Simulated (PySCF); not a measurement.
# Threshold energies of HCl in a plasma

PBE0 in PySCF with aug-pcseg-1 on every atom, for the lowest determinant that a PBE0 search found; no spin–orbit coupling.

```tsv
species	state (unpaired electrons)	Re (Å)	ωe (cm⁻¹)	energy of the minimum from the neutral (eV)	De (eV)	dissociates to
HCl	singlet (closed shell)	1.290	2990	0.00	4.47	H + Cl
HCl⁺	doublet (π ↑)	1.334	2671	12.71	4.75	H + Cl⁺
```

Question: Work out the lowest energy to break HCl into atoms, from its vibrational ground state.

Answer: D0 = De − ωe/2 = 4.47 − 0.19 = 4.28 eV (PBE0/aug-pcseg-1).

Question: Work out the ionisation energy of the Cl atom at this level and the threshold of dissociative ionisation.

Answer: IE(Cl) = 12.71 + 4.75 − 4.47 = 12.99 eV, so H + Cl⁺ + e⁻ appears at D0 + IE(Cl) = 17.27 eV (PBE0/aug-pcseg-1). The measured IE(Cl) is 12.968 eV (NIST ASD).

These are thermodynamic thresholds; the onsets seen under electron impact lie higher where the geometry changes, and cross-sections peak well above them.

For an ion De counts to the pair picked by the measured ionisation energies or electron affinities, which need not be the lowest pair at this level. States were picked by a PBE0 search and need not be the measured ground states.
